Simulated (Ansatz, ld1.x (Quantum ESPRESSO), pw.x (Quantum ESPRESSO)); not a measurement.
**From atom to crystal: ultrasoft potential for niobium**

- Element: niobium
- Generator: ld1.x (Quantum ESPRESSO) 7.5
- Type: ultrasoft
- Functional: LDA (PW92)
- Relativity: scalar-relativistic
- Frozen core: [Kr]
- Valence charge: 5
- Reference configuration: 4d4 5s0 5p1
- Partial waves: 5s (bound, empty): rcut 2.55, rcutus 3.10 bohr; 5s channel at 0.4 Ry: rcut 2.55, rcutus 3.10 bohr; 5p (bound): rcut 3.05, rcutus 3.60 bohr; 5p channel at 4.25 Ry: rcut 3.05, rcutus 3.60 bohr; 4d (bound): rcut 1.20, rcutus 1.65 bohr; 4d channel at 5.05 Ry: rcut 1.20, rcutus 1.65 bohr; 4f channel at 0.3 Ry: rcut 2.95, rcutus 3.80 bohr
- Local potential: all-electron potential smoothed inside 1.75 bohr (lloc = -2)
- Core correction: none
- Augmentation charge: PSQ, inside the norm-conserving radii

Atomic tests: cutoffs needed: 35 Ry and 40 Ry (the cutoffs (Ry, on a coarse ladder) from which the occupation-weighted sum of valence levels, in a spherical-Bessel basis at the reference potential, stays within 10 and 1 mRy of its value at 400 Ry); ghost test: no extra level below or beside the all-electron valence levels (s, p, d, f tested) (spherical-Bessel basis up to 400 Ry, 20 bohr box); largest excitation error: +58 meV (all-electron minus pseudo) for 4d3 5s2 5p0, out of 7 test configurations.

Crystal test: bcc Nb in pw.x 7.5, no spin, 14³ k-points, Fermi–Dirac smearing 0.01 Ry, cutoffs 50/500 Ry. The reference is all-electron LAPW (Ansatz 0.2.0) with the same functional, mesh and smearing; V0 and B0 come from Birch–Murnaghan fits to the pressures at five volumes. Errors are pseudo minus all-electron; Δ is the rms difference of the E(V) curves that follow from these fits, minima aligned, over ±6 % about the mean V0. Mesh and smearing are coarse, so the numbers serve the comparison and aren't converged zero-temperature values; the lattice is a test structure that the element need not adopt.

```csv
V (Å³/atom),P all-electron (GPa),P pseudo (GPa)
16.348,10.04,5.91
16.778,4.51,0.78
17.208,-0.41,-3.85
17.638,-4.80,-8.05
18.068,-8.72,-11.84
```

All-electron: a0 = 3.250 Å (V0 = 17.17 Å³/atom), B0 = 187.3 GPa.

Pseudopotential: mean pressure error (GPa): -3.54; a0 (Å): 3.230; a0 error (%): -0.63; B0 error (%): +0.2; Δ (meV/atom): 13.4. The largest radius (3.80 bohr) exceeds half the bond length (2.66 bohr), so the spheres overlap, which is one possible source of error among others. This is a poor potential for the solid.

**Question.** At the middle volume, how do free energy and pressure move when the wave cutoff is lowered (ecutrho held at 500 Ry)?

**Answer.**

```csv
cutoff (Ry),shift of F (meV/atom),shift of P (GPa)
22,+736.9,-22.50
30,+79.6,-4.71
40,+2.3,+0.07
```

Input at the middle volume:

```
&control
  calculation='scf', prefix='x', pseudo_dir='./', outdir='./tmp', tstress=.true., disk_io='none'
/
&system
  ibrav=0, nat=1, ntyp=1, ecutwfc=50, ecutrho=500, nbnd=9,
  occupations='smearing', smearing='fd', degauss=0.01
/
&electrons
  conv_thr=1e-09, mixing_beta=0.4, electron_maxstep=70
/
ATOMIC_SPECIES
Nb 1.0 Nb.UPF
CELL_PARAMETERS angstrom
  -1.62638541 1.62638541 1.62638541
  1.62638541 -1.62638541 1.62638541
  1.62638541 1.62638541 -1.62638541
ATOMIC_POSITIONS crystal
Nb 0.0000 0.0000 0.0000
K_POINTS automatic
14 14 14 0 0 0
```

```bash
pw.x < Nb.scf.in > Nb.scf.out
```

Lines of the output:

```
Message from routine setup:
     using ibrav=0 with symmetry is DISCOURAGED, use correct ibrav instead
     lattice parameter (alat)  =       5.3233  a.u.
     unit-cell volume          =     116.1253 (a.u.)^3
     number of electrons       =         5.00
     number of Kohn-Sham states=            9
     kinetic-energy cutoff     =      50.0000  Ry
     charge density cutoff     =     500.0000  Ry
     scf convergence threshold =      1.0E-09
     Exchange-correlation= PW
     number of k points=   104  Fermi-Dirac smearing, width (Ry)=  0.0100
     iteration #  1     ecut=    50.00 Ry     beta= 0.40
     total energy              =     -10.56046586 Ry
     estimated scf accuracy    <       0.09211765 Ry
     iteration #  2     ecut=    50.00 Ry     beta= 0.40
     total energy              =     -10.55589252 Ry
     estimated scf accuracy    <       0.02101586 Ry
     iteration #  3     ecut=    50.00 Ry     beta= 0.40
     total energy              =     -10.55972771 Ry
     estimated scf accuracy    <       0.00090698 Ry
     iteration #  4     ecut=    50.00 Ry     beta= 0.40
     total energy              =     -10.55988100 Ry
     estimated scf accuracy    <       0.00128033 Ry
     iteration #  5     ecut=    50.00 Ry     beta= 0.40
     total energy              =     -10.56007446 Ry
     estimated scf accuracy    <       0.00039514 Ry
     iteration #  6     ecut=    50.00 Ry     beta= 0.40
     total energy              =     -10.56009092 Ry
     estimated scf accuracy    <       0.00067353 Ry
     iteration #  7     ecut=    50.00 Ry     beta= 0.40
     total energy              =     -10.56012279 Ry
     estimated scf accuracy    <       0.00069601 Ry
     iteration #  8     ecut=    50.00 Ry     beta= 0.40
     total energy              =     -10.56012837 Ry
     estimated scf accuracy    <       0.00080812 Ry
     [... 15 iterations left out ...]
     iteration # 24     ecut=    50.00 Ry     beta= 0.40
     total energy              =     -10.55993585 Ry
     estimated scf accuracy    <       0.00000007 Ry
     iteration # 25     ecut=    50.00 Ry     beta= 0.40
     total energy              =     -10.55993581 Ry
     estimated scf accuracy    <       0.00000006 Ry
     iteration # 26     ecut=    50.00 Ry     beta= 0.40
     total energy              =     -10.55993583 Ry
     estimated scf accuracy    <       0.00000005 Ry
     iteration # 27     ecut=    50.00 Ry     beta= 0.40
     total energy              =     -10.55993583 Ry
     estimated scf accuracy    <       0.00000006 Ry
     iteration # 28     ecut=    50.00 Ry     beta= 0.40
     total energy              =     -10.55993582 Ry
     estimated scf accuracy    <       0.00000002 Ry
     iteration # 29     ecut=    50.00 Ry     beta= 0.40
     total energy              =     -10.55993582 Ry
     estimated scf accuracy    <          1.7E-09 Ry
     iteration # 30     ecut=    50.00 Ry     beta= 0.40
     total energy              =     -10.55993583 Ry
     estimated scf accuracy    <          3.9E-09 Ry
     iteration # 31     ecut=    50.00 Ry     beta= 0.40
     the Fermi energy is    11.3440 ev
!    total energy              =     -10.55993583 Ry
     estimated scf accuracy    <          5.9E-11 Ry
     smearing contrib. (-TS)   =      -0.00615194 Ry
     The total energy is F=E-TS. E is the sum of the following terms:
     one-electron contribution =       7.22144333 Ry
     hartree contribution      =       0.16222641 Ry
     xc contribution           =      -3.13623096 Ry
     ewald contribution        =     -14.80122266 Ry
     convergence has been achieved in  31 iterations
          total   stress  (Ry/bohr**3)                   (kbar)     P=      -38.55
     Message from routine punch:
     Nothing written, as per user request (disk_io='none')
```

The run at the middle volume (104 k-points, 31 iterations) took about 30 s on one core of a shared host (Neoverse-V2, 96 threads, 742 GiB, load 39).
